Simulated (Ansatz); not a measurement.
**AsH₂⁺, singlet in cc-pVTZ: errors against full CI**

Geometry: a PBE0/def2-TZVP stationary point for this spin, not checked as a minimum.

```xyz
3

As    0.0000   -0.0281    0.0000
H     0.0000    1.0446   -1.0909
H     0.0000    1.0446    1.0909
```

Basis cc-pVTZ; Ansatz 0.2.0. Correlated methods freeze the noble-gas cores and the filled d shells of p-block atoms, which leaves 6 electrons in 57 orbitals. R marks a restricted (for open shells ROHF) determinant, U an unrestricted one. Active spaces: valence = (6e, 6o) chosen from the atoms' valence shells. No spin–orbit coupling is included, and no scalar relativity.

Full CI is exact within this basis and frozen core; it isn't the basis-set limit. The frozen core follows each run's orbitals, which can shift R against U totals by a few meV for light atoms and by up to 0.1 eV past Ca.

```
UHF ⟨S²⟩                          : 0.274
T1 diagnostic (RCCSD)             : 0.0117
largest doubles amplitude (RCCSD) : 0.087
```

| level | E − E(RHF) (eV) |
| --- | --- |
| RMP2 | -3.0295 |
| RCCSD | -3.7404 |
| RCCSD(T) | -3.8346 |

Task: Estimate how far full CI in cc-pVTZ lies from RCCSD(T). The table doesn't fix it; the size of (T) and the diagnostics are the guide.

Result: Full CI in cc-pVTZ lies 21 meV below RCCSD(T), which is 23 % of the (T) step (-94 meV). RHF is unstable towards spin polarisation, but (T) still catches most of what CCSD lacks.

The other levels:

```csv
level,E − E(full CI) (meV),share of correlation (%),wall time
CISD,266,93.09,1.2 s
BCCD(T),21,99.45,0.93 s
RCCSDT,4,99.89,–
RCCSDT(Q),1,99.98,6.5 s
RCCSDTQ,0,100.00,13 s (H100)
CASSCF (valence space),2369,38.57,–
NEVPT2 (valence space),630,83.66,1.8 s
MRCISD (valence space),104,97.31,–
MRCISD+Q (valence space),10,99.73,3.3 s (H100)
```

The correlation energy at full CI, counted from RHF, is -3.856 eV. That run took 44 s on 2 threads of AMD EPYC 7R13 with a shared H100 80 GB, shared host over 214,268,028 determinants.

Run but not shown, since their state, orbitals or frozen core can't be matched to the reference's or they repeat it: UHF.

Times hold each run's SCF and search for its determinant on a shared host, so for small cases they say little of a method's own cost; rows without a card ran on 1 thread of AMD EPYC 7R13.

The full-CI state has the irrep A1 of C2v, in the program's axes.

Natural occupations of full CI about the gap: 1.960 1.940 1.909 0.054 0.043 0.027 0.014 0.010 0.009 0.007; effectively unpaired electrons, Σ n²(2−n)², 0.07.
